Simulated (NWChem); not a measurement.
**One shape, several levels: C3H4N2O (SMILES NC1=NC=C1O)**

We compute a comparison of 4 runs (HF/STO-3G, HF/3-21G, B3LYP/6-31G*) of C3H4N2O. 

Program for the calculation: NWChem 7.3.0.

## 1. The system as given

C3H4N2O has 10 atoms, charge 0, and is taken as a singlet. SMILES: `NC1=NC=C1O`. The shape is that of a PBE0-D4/def2-TZVP optimisation. This is one conformer, not always the lowest.

Bond lengths: N1–C2 1.334 Å, C2–N3 1.288 Å, N3–C4 1.540 Å, C2–C5 1.523 Å, C4–C5 1.328 Å, C5–O6 1.342 Å, N1–H7 1.006 Å, N1–H8 1.002 Å, C4–H9 1.079 Å, O6–H10 0.963 Å. Some angles: N1–C2–N3 132.1°, N1–C2–C5 132.4°, N3–C2–C5 95.5°, C2–N3–C4 86.1°, N3–C4–C5 93.1°, C2–C5–C4 85.4°, C2–C5–O6 131.8°, C4–C5–O6 142.8°, C2–N1–H7 119.4°, C2–N1–H8 120.2°. A long bond or contact: C2–C4 1.939 Å.

## 2. Energy and gradient at HF/STO-3G (run 1)

Input file job.nw:

```
start job
title "C3H4N2O"
memory stack 880 mb heap 220 mb global 1100 mb
charge 0

geometry noautosym nocenter noautoz
N     -0.037700    -1.756600    -0.653600
C      0.088700    -0.705000     0.157600
N      0.399600    -0.608500     1.404100
C      0.279100     0.913800     1.207000
C     -0.042800     0.794700    -0.076100
O     -0.351700     1.506300    -1.171500
H      0.038500    -2.685200    -0.274200
H     -0.403700    -1.637700    -1.579200
H      0.435400     1.681300     1.949200
H     -0.322300     2.445800    -0.960400
end

basis spherical bse
N library STO-3G
C library STO-3G
O library STO-3G
H library STO-3G
end

scf
thresh 1e-08
maxiter 80
end

task scf gradient
```

Launch:

```
$ nwchem job.nw > job.out
```

The log of the run:

```text
[...]
  functions       =    34
[...]
  wavefunction    = RHF
[...]
         Total SCF energy =   -295.680655773130
      One-electron energy =   -835.751081452054
      Two-electron energy =    322.964107192669
 Nuclear repulsion energy =    217.106318486256
        Time for solution =      5.8s
[...]
                         RHF ENERGY GRADIENTS
    atom               coordinates                        gradient
                 x          y          z           x          y          z
   1 N      -0.071243  -3.319493  -1.235125   -0.001728   0.032194   0.022532
   2 C       0.167619  -1.332257   0.297821    0.001663  -0.016971  -0.001729
   3 N       0.755135  -1.149898   2.653364   -0.008216   0.010711  -0.031101
   4 C       0.527423   1.726832   2.280899    0.003820  -0.010944   0.012453
   5 C      -0.080880   1.501765  -0.143808   -0.012082  -0.010164  -0.048398
   6 O      -0.664617   2.846494  -2.213814    0.011861   0.015023   0.046226
   7 H       0.072754  -5.074292  -0.518163    0.000608   0.011825  -0.001910
   8 H      -0.762882  -3.094804  -2.984255    0.006181   0.001065   0.013549
   9 H       0.822787   3.177196   3.683454    0.000775  -0.004114   0.002349
  10 H      -0.609059   4.621892  -1.814893   -0.002881  -0.028623  -0.013970
[...]
```

It took 7.5 s on 1 thread of AMD EPYC 7R43 (Zen 3), shared host; peak memory 0.096 GiB.

## 3. Energy and gradient at HF/3-21G (run 2)

Input file run.py:

```python
from ase import Atoms
from ase.calculators.nwchem import NWChem

molecule = Atoms(['N', 'C', 'N', 'C', 'C', 'O', 'H', 'H', 'H', 'H'], positions=[
    [-0.037700, -1.756600, -0.653600],
    [0.088700, -0.705000, 0.157600],
    [0.399600, -0.608500, 1.404100],
    [0.279100, 0.913800, 1.207000],
    [-0.042800, 0.794700, -0.076100],
    [-0.351700, 1.506300, -1.171500],
    [0.038500, -2.685200, -0.274200],
    [-0.403700, -1.637700, -1.579200],
    [0.435400, 1.681300, 1.949200],
    [-0.322300, 2.445800, -0.960400],
])

calc = NWChem(
    label='c3h4n2o',
    theory='scf',
    memory='2200 mb',
    basis='3-21G',
    basispar='spherical bse',
    scf={'nopen': '0', 'rhf': None, 'thresh': '1e-08', 'maxiter': '80'},
)
molecule.calc = calc

forces = molecule.get_forces()
e = molecule.get_potential_energy()
print(f"E = {e:.6f} eV")
print("forces (eV/A):")
for s, f in zip(molecule.symbols, forces):
    print(f"{s:2s} {f[0]:10.5f} {f[1]:10.5f} {f[2]:10.5f}")
print("dipole (e A):", molecule.get_dipole_moment().round(4))
```

Launch:

```
$ export ASE_NWCHEM_COMMAND="nwchem PREFIX.nwi > PREFIX.nwo"
$ python run.py
```

The log of the run:

```text
E = -8105.083628 eV
forces (eV/A):
N    -0.36222    0.08870    0.09400
C     0.13082   -1.63671   -0.45534
N     0.05286   -0.98931    0.11102
C    -0.05991    1.94648    0.18023
C     0.23711    0.12444    1.00134
O    -0.04011    0.27706   -0.08469
H     0.05728    0.33373   -0.17699
H     0.19839   -0.12238    0.21145
H    -0.10814   -0.39703   -0.50044
H    -0.10608    0.37512   -0.38057
dipole (e A): [-0.2238  0.2547 -0.542 ]
```

The calculator wrote c3h4n2o.nwi:

```
title "c3h4n2o"

permanent_dir c3h4n2o

scratch_dir c3h4n2o

start c3h4n2o

geometry units angstrom nocenter noautosym noautoz
  N  -3.7699999999999997e-02 -1.7565999999999999e+00 -6.5359999999999996e-01
  C  8.8700000000000001e-02 -7.0499999999999996e-01 1.5759999999999999e-01
  N  3.9960000000000001e-01 -6.0850000000000004e-01 1.4040999999999999e+00
  C  2.7910000000000001e-01 9.1379999999999995e-01 1.2070000000000001e+00
  C  -4.2799999999999998e-02 7.9469999999999996e-01 -7.6100000000000001e-02
  O  -3.5170000000000001e-01 1.5063000000000000e+00 -1.1715000000000000e+00
  H  3.8500000000000000e-02 -2.6852000000000000e+00 -2.7420000000000000e-01
  H  -4.0370000000000000e-01 -1.6376999999999999e+00 -1.5791999999999999e+00
  H  4.3540000000000001e-01 1.6813000000000000e+00 1.9492000000000000e+00
  H  -3.2229999999999998e-01 2.4458000000000002e+00 -9.6040000000000003e-01
end

memory 2200 mb

basis spherical bse noprint
   * library 3-21G
end

scf
  nopen 0
  rhf
  thresh 1e-08
  maxiter 80
end

task scf gradient
```

c3h4n2o.nwo:

```text
Northwest Computational Chemistry Package (NWChem) 7.3.0
             --------------------------------------------------------

           Job information
           ---------------

    nwchem branch   = 7.3.0
    use scalapack   = T
    input           = c3h4n2o.nwi
    prefix          = c3h4n2o.
    data base       = c3h4n2o/c3h4n2o.db
    status          = startup
    nproc           =        1

           Memory information
           ------------------

[... 5 lines left out ...]
    hardfail = no
[... 137 lines left out ...]
         Quadratically convergent ROHF
[... 15 lines left out ...]
       Final RHF  results
[... 4 lines left out ...]
      Two-electron energy =    320.701672262111
[... 41 lines left out ...]
                       ROHF Final Molecular Orbital Analysis
[... 254 lines left out ...]
                 ----------------------------------------
                 |  Time  |  1-e(secs)   |  2-e(secs)   |
                 ----------------------------------------
                 |  CPU   |       0.00   |       0.55   |
                 ----------------------------------------
                 |  WALL  |       0.00   |       0.55   |
                 ----------------------------------------

 Task  times  cpu:        5.0s     wall:        5.0s
 Total times  cpu:        5.0s     wall:        5.0s
```

Run time: 6.3 s. Hardware: 1 thread of AMD EPYC 7R43 (Zen 3), shared host; peak memory 0.094 GiB.

Run 3 isn't shown in full; the table further down has it.

## 4. Energy and gradient at B3LYP/6-31G(d) (Cartesian functions) (run 4)

Input file input.nw:

```
start input
title "C3H4N2O"
memory 2200 mb
geometry units angstroms noautosym nocenter noautoz
  N     -0.037700    -1.756600    -0.653600
  C      0.088700    -0.705000     0.157600
  N      0.399600    -0.608500     1.404100
  C      0.279100     0.913800     1.207000
  C     -0.042800     0.794700    -0.076100
  O     -0.351700     1.506300    -1.171500
  H      0.038500    -2.685200    -0.274200
  H     -0.403700    -1.637700    -1.579200
  H      0.435400     1.681300     1.949200
  H     -0.322300     2.445800    -0.960400
end
basis cartesian
  * library 6-31G*
end
dft
  xc b3lyp
  grid fine
  convergence energy 1e-08
  maxiter 100
  mulliken
end
task dft gradient
```

Launch:

```
$ nwchem input.nw > input.out
```

The log of the run:

```text
[...]
          Wavefunction type:  closed shell.
          No. of atoms     :    10
          No. of electrons :    44
[...]
          Charge           :     0
          Spin multiplicity:     1
[...]
          AO basis - number of functions:    98
[...]
              XC Information
              --------------
                         B3LYP Method XC Potential
                     Hartree-Fock (Exact) Exchange  0.200
                        Slater Exchange Functional  0.800 local
                    Becke 1988 Exchange Functional  0.720 non-local
              Lee-Yang-Parr Correlation Functional  0.810
                  VWN I RPA Correlation Functional  0.190 local
[...]
 d= 0,ls=0.0,diis     1   -301.1829688575 -5.18D+02  2.03D-02  1.20D+00     2.7
[...]
 d= 0,ls=0.0,diis    11   -301.3148392135 -6.08D-09  8.26D-07  5.26D-09    23.9
         Total DFT energy =     -301.314839213530
      One electron energy =     -839.219419786178
           Coulomb energy =      360.974133406162
    Exchange-Corr. energy =      -40.175871319769
 Nuclear repulsion energy =      217.106318486256
[...]
  wavefunction    = closed shell
[...]
```

Wall time 30 s (1 thread of AMD EPYC 7R43 (Zen 3), shared host); peak memory 0.12 GiB.

## 5. The series

```
run                               level  iteration cap  module  energy (Eh)  dipole moment (D)  HOMO energy (eV)  LUMO energy (eV)  wall time
  1                           HF/STO-3G             80     scf  -295.680656               2.63             -5.23              6.65      7.5 s
  2                            HF/3-21G             80     scf  -297.856332               3.07             -7.39              3.42      6.3 s
  3  B3LYP/6-31G* (spherical functions)            100     dft  -301.308623               3.05             -4.39             -0.44       32 s
  4  B3LYP/6-31G* (Cartesian functions)            100     dft  -301.314839               3.04             -4.39             -0.44       30 s
```

## 6. What came out

```
                       quantity          value
            run 4: total energy  -301.31484 Eh
           run 4: dipole moment         3.04 D
             run 4: HOMO energy       -4.39 eV
             run 4: LUMO energy       -0.44 eV
           run 4: HOMO–LUMO gap        3.95 eV
run 4: largest force on an atom     0.783 eV/Å
```

**Reading.** The dipole moment (its size) runs from 2.63 D (HF/STO-3G) to 3.07 D (HF/3-21G). The HOMO–LUMO gap runs from 3.95 eV (B3LYP/6-31G*) to 11.89 eV (HF/STO-3G). The two ends differ in method and basis. In run 1 the basis is minimal, so the values are rough. All runs together took 76 s, the longest 32 s.
